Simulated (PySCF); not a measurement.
**State search for LiS**

Unrestricted PBE0; basis Li pcseg-1, S pcseg-1; no relativity; PySCF 2.14. Outer shells of the fragments: Li 2s1; S 3s2 3p4.

Followed along the bond (rough minima from three points):

```csv
2Ms+1,unpaired,⟨S²⟩ at the start,R at minimum (Å),Te (eV)
2,π ↑,0.75,2.16,0.00
2,σ ↑,0.75,2.08,0.68
4,"σ ↑, π ↑↑",3.75,none in the scan,≤ 3.09
```

Solutions found at the starting distance of 2.270 Å, counted from the lowest of them; the search is not exhaustive and high or unbound solutions are not listed, so other states can lie among these:

```
2Ms+1   unpaired   term  E (eV)  ⟨S²⟩  ⟨Lz²⟩  μ (D)
    2        π ↑     ²Π    0.00  0.75   1.01  -7.64
    2        σ ↑    ²Σ⁺    0.74  0.75   0.00  -7.61
    4  σ ↑, π ↑↑    ⁴Σ⁻    3.17  3.75   0.00   3.70
    2  σ ↓, π ↑↑  mixed    3.22  1.75   0.00   4.08
    2  σ ↑, π ↑↓  mixed    3.64  1.76   2.01   3.87
    4  σ ↑↑, π ↑     ⁴Π    3.75  3.75   1.01   3.76
    4      π ↑↑↑     ⁴Π    4.48  3.75   1.00   1.63
    4  σ ↑, π ↑↑  mixed    5.05  3.75   2.01   1.55
    4  σ ↑, π ↑↑  mixed    5.18  3.75   2.01   1.59
```

A term symbol is given only where ⟨S²⟩ and ⟨Lz²⟩ are close to those of a pure state; real π, δ and φ orbitals otherwise mix terms. A positive dipole means Li(−)S(+).

Question: Compare the gap between the two lowest followed solutions at the starting distance with the gap between their minima.

Answer: At PBE0 the second solution (doublet, unpaired electrons σ ↑) lies +0.74 eV from the first (doublet, unpaired electrons π ↑) at 2.270 Å and +0.68 eV at the minima; the two curves relax by different amounts, since their minima lie near 2.08 and 2.16 Å.

Counting both spins, an empty level lies below a filled one in some of these solutions, because spin and occupation are held.
